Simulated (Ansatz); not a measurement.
# C2H5B (charge -1), SMILES [BH2-]C=C: a ladder of basis sets

Run with Ansatz 0.2.0, Python API.

Contents of `c2h5b.xyz`:
```text
8

B     1.20430    0.48500    0.31460
C    -0.11670   -0.37420    0.26720
C    -1.22460    0.09170   -0.31240
H     1.58090    0.70850   -0.79390
H     2.05100   -0.10990    0.90530
H    -0.12190   -1.36000    0.72160
H    -1.25010    1.07580   -0.77240
H    -2.12290   -0.51680   -0.33000
```

`run_basis.py`
```python
"""How the energy of C2H5B(-) converges with the basis."""

import ansatz


def main() -> None:
    c2h5b = ansatz.Crystal.molecule_from_extxyz("c2h5b.xyz")

    model = c2h5b.calculation().functional("pbe0").charge(-1).spin("collinear", total=1)

    energies = {}
    for basis in ["cc-pVDZ", "cc-pVTZ"]:
        report = model.basis(gaussian=basis).run().report
        size = report["n_frozen"] + report["n_occupied"][0] + report["n_virtual"][0]
        energies[basis] = (report["reference_energy_ev"] / 27.211386246, report["free_energy_ev"] / 27.211386246)
        print(f"{basis:14s} {size:4d} orbitals  reference {energies[basis][0]:14.6f} Ha  total {energies[basis][1]:14.6f} Ha")

    last = energies["cc-pVTZ"][1]
    for basis, (_, total) in energies.items():
        print(f"{basis:14s} lies {27.211386 * (total - last):9.4f} eV above cc-pVTZ")


if __name__ == "__main__":
    main()
```

```console
$ python run_basis.py
cc-pVDZ          67 orbitals  reference    -103.857230 Ha  total    -103.857230 Ha
cc-pVTZ         160 orbitals  reference    -103.895236 Ha  total    -103.895236 Ha
cc-pVDZ        lies    1.0342 eV above cc-pVTZ
cc-pVTZ        lies    0.0000 eV above cc-pVTZ
```

Against cc-pVDZ: cc-pVTZ -38.0 mHa. The last step alone is -38.01 mHa. From the first set to the last the time grows from 1.8 to 4.2 s.

Reading the output:
- The drop along the ladder measures the basis error, and is no property of the molecule.
- The geometry is a force-field or estimated start, not a minimum of this method, and the last set is no limit. Much of the fall in a total is atomic energy, which cancels in bond and reaction energies.
- The species is open-shell (spin multiplicity 2).
- Anions want diffuse functions, which this basis lacks.
- The whole script took 6.4 s on 1 thread of Intel(R) Xeon(R) Platinum 8375C CPU @ 2.90GHz (Ice Lake), on a shared host, peak memory 0.35 GiB.
